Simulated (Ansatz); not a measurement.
System: fluorite CdF₂. Method: LDA (PAW; Ansatz, a program for electronic structure).

Settings: plane-wave cutoff 520 eV, 8×8×8 k mesh, scalar-relativistic PAW data made under PBE.

Computed at the level's own relaxed cell.

```xyz
3
Lattice="0.0000 2.6487 2.6487 2.6487 0.0000 2.6487 2.6487 2.6487 0.0000" Properties=species:S:1:pos:R:3 pbc="T T T"
Cd     0.0000     0.0000     0.0000
F      1.3243     1.3243     1.3243
F      3.9730     3.9730     3.9730
```

Task: Give the elastic tensor (Voigt notation, GPa, ions relaxed, in the Cartesian axes of the cell as printed).

Result: 
```
  205.2    87.9    87.9     0.0     0.0     0.0
   87.9   205.2    87.9     0.0     0.0     0.0
   87.9    87.9   205.2     0.0     0.0     0.0
    0.0     0.0     0.0    25.4     0.0     0.0
    0.0     0.0     0.0     0.0    25.4     0.0
    0.0     0.0     0.0     0.0     0.0    25.4
```

The computed numbers hold no vibrational or temperature effects.
